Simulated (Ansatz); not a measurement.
Basis-set extrapolation for C4H4O2 (`C#CCC(=O)O`) (PBE0-D4/def2-TZVP geometry, frozen core, Ansatz 0.2.0). Multiplicity 1, RHF reference.

|  | def2-TZVPP | def2-QZVPP |
| --- | --- | --- |
| HF | -303.604918 | -303.618066 |
| MP2 correlation | -1.082944 | -1.160941 |
| CCSD(T) correlation | -1.150444 | not run |

Energies in hartree. Use E(X) = E(∞) + A·exp(−7.88·√X) for Hartree–Fock and E(X) = E(∞) + B·X^(−2.97) for correlation, with X = 3 and 4, and add CCSD(T) minus MP2 of the smaller set to the MP2 limit.

Question: What is the CCSD(T) energy at the basis-set limit?

Answer: HF limit: -303.618066 + (-0.013148) × 0.13774 = -303.61988. MP2 limit: -1.160941 + (-0.077997) × 0.74074 = -1.21872. Higher-order term: -1.150444 − (-1.082944) = -0.06750. Total: -304.90610 hartree, 4.10 eV below CCSD(T)/def2-TZVPP.
